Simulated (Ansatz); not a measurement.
**Relaxing SrTl2Pd2**

Method: DFT PBE, scalar-relativistic, plane waves, PAW in Ansatz. Cutoff 420 eV, Γ-centred k mesh, Gaussian smearing, no spin polarisation in the final step.

The start puts SrTl2Pd2 on the ThCr2Si2 structure type (I4/mmm, No. 139), with Sr in place of Th, Tl in place of Cr, Pd in place of Si, at a guessed volume.

```
Sr Tl Pd
1.0
    -2.23299    2.23299    5.85883
     2.23299   -2.23299    5.85883
     2.23299    2.23299   -5.85883
Sr Tl Pd
1 2 2
Direct
  0.00000 0.00000 0.00000
  0.25000 0.75000 0.50000
  0.75000 0.25000 0.50000
  0.62600 0.62600 0.00000
  0.37400 0.37400 0.00000
```

Steps on the 6×6×6 mesh (5 atoms). 6 of 6 steps are shown, and the free energy counts from the last. Trial steps that were taken back and renewals of the plane-wave basis can be among the rows.

| step | ΔF (meV/atom) | V (Å³/atom) | P (GPa) | largest force component (eV/Å) |
| --- | --- | --- | --- | --- |
| 1 | 124.2 | 23.37 | 8.76 | 1.981 |
| 2 | 4.1 | 25.35 | 0.53 | 0.367 |
| 3 | 1.7 | 25.65 | -0.16 | 0.162 |
| 4 | 0.9 | 25.58 | -0.03 | 0.047 |
| 5 | 0.5 | 25.53 | 0.06 | 0.029 |
| 6 | 0.0 | 25.53 | 0.04 | 0.029 |

A final relaxation ran on a 12×12×12 mesh. The relaxed crystal, I4/mmm (No. 139):

```
Sr Tl Pd
1.0
    -2.30602    2.30602    6.00708
     2.30602   -2.30602    6.00708
     2.30602    2.30602   -6.00708
Sr Tl Pd
1 2 2
Direct
  0.00000 0.00000 0.00000
  0.25000 0.75000 0.50000
  0.75000 0.25000 0.50000
  0.61010 0.61010 0.00000
  0.38990 0.38990 0.00000
```

* Volume per atom: 25.56 Å³
* Density: 9.22 g/cm³
* Energy over the elements: -0.36 eV/atom
* Gap on the 12×12×12 mesh: 0 eV (a metal)

The zero of energy is the elements' standard structures at the same level; no fitted shifts are applied.

The final run used a 12×12×12 mesh on its 5-atom cell and 0.10 eV smearing. For metals, differences of a few meV/atom aren't resolved. Spin–orbit coupling is left out.

A structure relaxed within its symmetry needn't be a true minimum.

Cost: 3 runs of about 4.3 core-minutes in all, on Arm Neoverse V2 (shared hosts).